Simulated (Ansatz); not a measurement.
Fluorite CdF2, treated with PBEsol (plane waves, PAW; Ansatz, an electronic-structure program).

Run with plane-wave cutoff 520 eV, 8×8×8 k mesh, scalar-relativistic PAW data made under PBE.

Cell (relaxed at this level):

```cif
data_CdF2
_chemical_formula_sum 'Cd1 F2'
_space_group_name_H-M_alt 'P 1'
_space_group_IT_number 1
_cell_length_a 3.80691
_cell_length_b 3.80691
_cell_length_c 3.80691
_cell_angle_alpha 60.000
_cell_angle_beta 60.000
_cell_angle_gamma 60.000
loop_
_space_group_symop_operation_xyz
  'x, y, z'
loop_
_atom_site_label
_atom_site_type_symbol
_atom_site_fract_x
_atom_site_fract_y
_atom_site_fract_z
_atom_site_occupancy
Cd1 Cd 0.00000 0.00000 0.00000 1
F1 F 0.25000 0.25000 0.25000 1
F2 F 0.75000 0.75000 0.75000 1
```

Problem. What does this level give for the polycrystal shear modulus (Hill average), elastic constant C11, Young modulus, elastic constant C44 and elastic constant C12?

Solution. 
- polycrystal shear modulus (Hill average): 30.9 GPa
- elastic constant C11: 183 GPa
- Young modulus: 84.6 GPa
- elastic constant C44: 20.4 GPa
- elastic constant C12: 71.3 GPa

Elastic constants are with the ions relaxed.

Computed values are for the static lattice.

It cost very roughly 60 core-seconds of CPU time.
